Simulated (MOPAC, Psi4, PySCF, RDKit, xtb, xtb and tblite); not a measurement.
Conformational energy of SMILES O=CC=O (C2H2O2). Scanned: dihedral O1–C2–C3–O4; all other coordinates were relaxed at GFN2-xTB. Points at φ and −φ are mirror images.

Geometry of the scan point at 0° (Å):
```
6

O      1.3244     1.1436     0.0877
C      0.7850     0.0840    -0.0270
C     -0.7290    -0.1070     0.0041
O     -1.5095     0.7862     0.1460
H      1.3471    -0.8595    -0.1672
H     -1.0447    -1.1611    -0.1179
```

- GFN2-xTB (xtb and tblite)
- MMFF94 // GFN2-xTB (RDKit)
- PBE0/def2-TZVP // GFN2-xTB (Psi4)
- PBE0-D3(BJ)/def2-TZVP // GFN2-xTB (Psi4)
- PBE/def2-TZVP // GFN2-xTB (Psi4)
- PBE-D3(BJ)/def2-TZVP // GFN2-xTB (Psi4)
- r2SCAN/def2-TZVP // GFN2-xTB (Psi4)
- MP2/cc-pVTZ = DF-MP2 (frozen core)/cc-pVTZ // GFN2-xTB (Psi4 1.11)
- HF/cc-pVTZ // GFN2-xTB (Psi4)
- UFF // GFN2-xTB (RDKit)
- AM1, restricted, heats of formation // GFN2-xTB (MOPAC)
- PM7, restricted, heats of formation // GFN2-xTB (MOPAC)
- GFN1-xTB // GFN2-xTB (xtb)
- RKS-B3LYP/6-31G* = restricted B3LYP/6-31G*, spherical d // GFN2-xTB in PySCF
- RMP2/3-21G = restricted MP2 (frozen core)/3-21G // GFN2-xTB (PySCF)
- RKS-B3LYP/LANL2DZ = restricted B3LYP/LANL2DZ // GFN2-xTB (PySCF 2.14.0)
- RMP2/6-31G* = restricted MP2 (frozen core)/6-31G*, spherical d // GFN2-xTB run with PySCF

Least-squares fit of E(φ) = a0 + Σ (a_n cos nφ + b_n sin nφ), n = 1 to 4, to the 18 scan points, in kcal/mol above the lowest point of each profile (levels whose profile four harmonics don't fit are not listed):

```
method                   a0    a1    b1     a2    b2     a3    b3     a4    b4  rms of fit
---------------------  ----  ----  ----  -----  ----  -----  ----  -----  ----  ----------
GFN2-xTB               1.65  1.55  0.00   0.10  0.00   0.21  0.00  -0.03  0.00        0.02
MMFF94                 5.00  3.39  0.00  -1.42  0.00   0.40  0.00   0.28  0.00        0.04
PBE0/def2-TZVP         4.17  2.13  0.00  -2.18  0.00   0.20  0.00   0.27  0.00        0.09
PBE0-D3(BJ)/def2-TZVP  4.17  2.13  0.00  -2.18  0.00   0.20  0.00   0.27  0.00        0.09
PBE/def2-TZVP          4.00  1.97  0.00  -2.24  0.00   0.17  0.00   0.30  0.00        0.10
PBE-D3(BJ)/def2-TZVP   4.00  1.97  0.00  -2.24  0.00   0.17  0.00   0.30  0.00        0.10
r2SCAN/def2-TZVP       4.24  2.06  0.00  -2.39  0.00   0.19  0.00   0.31  0.00        0.11
MP2/cc-pVTZ            4.51  2.07  0.00  -2.63  0.00   0.18  0.00   0.30  0.00        0.10
HF/cc-pVTZ             4.66  2.67  0.00  -2.06  0.00   0.23  0.00   0.25  0.00        0.08
UFF                    6.73  1.29  0.00  -6.72  0.00  -0.64  0.00   0.71  0.00        0.13
AM1                    1.03  1.19  0.00   0.22  0.00   0.07  0.00   0.06  0.00        0.03
PM7                    1.24  1.58  0.00   0.31  0.00  -0.09  0.00   0.11  0.00        0.04
GFN1-xTB               2.26  2.38  0.00   0.31  0.00   0.18  0.00  -0.04  0.00        0.01
RKS-B3LYP/6-31G*       4.70  2.03  0.00  -2.86  0.00   0.14  0.00   0.26  0.00        0.10
RMP2/3-21G             6.07  1.85  0.00  -4.12  0.00   0.27  0.00   0.10  0.00        0.08
RKS-B3LYP/LANL2DZ      5.10  2.16  0.00  -2.99  0.00   0.28  0.00   0.25  0.00        0.09
RMP2/6-31G*            4.90  2.08  0.00  -3.06  0.00   0.11  0.00   0.30  0.00        0.10
```
